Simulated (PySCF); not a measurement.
NO₂, SMILES N(=O)[O], multiplicity 2.

Coordinates come from a ωB97X-D3(BJ)/def2-TZVP optimisation. The isomer is the one that the SMILES or the coordinates give; other isomers of the formula were not compared.

Level of theory: TDA-B3LYP/def2-TZVPD (PySCF 2.14.0).

Vertical excitations. The molecule is in vacuum.

Computed excitation energies, oscillator strengths and character:
```csv
state,energy (eV),λ (nm),f,main pairs
root 1,3.03,409,0.000,α HOMO→LUMO 99 %
root 2,3.54,350,0.010,"α HOMO−1→LUMO 8 %, β HOMO→LUMO 89 %"
root 3,3.93,315,0.000,β HOMO−1→LUMO 97 %
root 4,5.01,248,0.001,"α HOMO−1→LUMO 47 %, β HOMO−1→LUMO+1 51 %"
root 5,5.08,244,0.000,"α HOMO−2→LUMO 11 %, β HOMO→LUMO+1 88 %"
root 6,5.90,210,0.000,"α HOMO−2→LUMO 87 %, β HOMO→LUMO+1 11 %"
root 7,7.67,162,0.000,α HOMO→LUMO+1 91 %
root 8,8.28,150,0.040,"α HOMO→LUMO+2 35 %, α HOMO−1→LUMO 12 %, β HOMO−3→LUMO 30 %, β HOMO−1→LUMO+1 15 %"
root 9,8.39,148,0.073,"α HOMO→LUMO+3 76 %, β HOMO−2→LUMO 14 %"
root 10,8.54,145,0.023,α HOMO→LUMO+4 97 %
```
Unrestricted roots are not spin-pure.
